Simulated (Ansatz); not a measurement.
Results of r²SCAN+rVV10 in Ansatz (plane waves, PAW) for 1T (CdI2-type) TiTe₂.

Rigid layers of the crystal as relaxed at this level are moved apart or together:

| run | k mesh | layer repeat (Å) | energy against free layers (meV/Å²) | gap on the mesh (eV) |
|---|---|---|---|---|
| 1 | 12×12×6 | 6.2 | -17.94 | 0.000 |
| 2 | 12×12×6 | 6.35 | -21.05 | 0.000 |
| 3 | 12×12×6 | 6.5 | -22.36 | 0.000 |
| 4 | 12×12×6 | 6.7 | -22.33 | 0.000 |
| 5 | 12×12×6 | 7 | -20.53 | 0.000 |
| 6 | 12×12×6 | 7.5 | -15.76 | 0.000 |
| 7 | 12×12×4 | 8.5 | -7.80 | 0.000 |
| 8 | 12×12×4 | 10.5 | -2.22 | 0.000 |

The lowest energy of these points lies at a layer repeat of 6.50 Å.

Spin–orbit coupling is not included.

Ansatz is a quantum-chemistry and plane-wave program.
